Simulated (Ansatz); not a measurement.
in.yaml

```yaml
crystal:
  periodic: [false, false, false]
  atoms:
    - {symbol: B, position_ang: [0.000000, 0.000000, 0.000000]}
    - {symbol: Cl, position_ang: [0.000000, 0.000000, 4.204000]}
basis:
  gaussian: {orbitals: 6-31G}
total_charge: 1
magnetization: {spin_polarized: false, initial_magnetization: 1}
correlation: {method: fci, electrons: outside_noble_gas}
```

```sh
$ ansatz run in.yaml --threads 1 --pin off --events-out ev --progress --plain --max-ram 2393MiB
```

Output:

```
423 factors; integrals over basis functions are off by at most 9.6e-8 eV
mean field evaluation 1: about -13142.8364 eV, gradient 3.4e1 eV
mean field evaluation 2: about -13142.8596 eV, gradient 3.4e1 eV
mean field evaluation 4: about -13161.1235 eV, gradient 1.1e1 eV
mean field evaluation 8: about -13161.5768 eV, gradient 3.0e-1 eV
mean field evaluation 16: about -13142.8364 eV, gradient 3.4e1 eV
mean field evaluation 32: about -13161.5854 eV, gradient 3.2e-2 eV
mean field evaluation 64: about -13161.5821 eV, gradient 2.4e-1 eV
mean field evaluation 96: about -13154.5620 eV, gradient 7.7e0 eV
mean field evaluation 128: about -13154.8433 eV, gradient 3.1e-1 eV
mean field evaluation 160: about -13161.4448 eV, gradient 1.4e-6 eV
mean field -13161.58546670 eV, -483.6793446581 hartree, gradient 2.5e-6 eV, S^2 0.750000; 9 other end points of the search recorded, 0 dependent functions left out
mean field evaluation 192: about -13161.2111 eV, gradient 6.0e0 eV
mean field evaluation 224: about -13161.5438 eV, gradient 4.9e-1 eV
mean field evaluation 256: about -13161.5904 eV, gradient 6.9e-2 eV
mean field evaluation 288: about -13157.6409 eV, gradient 4.9e-1 eV
mean field evaluation 320: about -13161.4493 eV, gradient 7.4e-3 eV
determinant -13161.58546670 eV, -483.6793446581 hartree, with singles and doubles -13164.01043401 eV, -483.7684605630 hartree
determinant -13161.44483237 eV, -483.6741764420 hartree, with singles and doubles -13163.86556714 eV, -483.7631368040 hartree
determinant -13161.58546670 eV, -483.6793446581 hartree, with singles and doubles -13164.01030600 eV, -483.7684558588 hartree
determinant -13161.44483237 eV, -483.6741764420 hartree, with singles and doubles -13163.86493249 eV, -483.7631134810 hartree
6 core orbitals not correlated: weight in the atoms' cores, before any rotation towards them, 1.000 or more for the frozen orbitals, at most 0.000 for the correlated occupied ones
reference -13161.58546670 eV, -483.6793446581 hartree; 5, 4 occupied and 11, 12 virtual orbitals, 423 factors
state -13164.01988661 eV, -483.7688079398 hartree
Total energy: -13164.01988661 eV, -483.7688079398 hartree
```

Ran on 1 thread of AMD EPYC 7R43, shared host: 39 s wall, 0.31 GiB peak host memory.
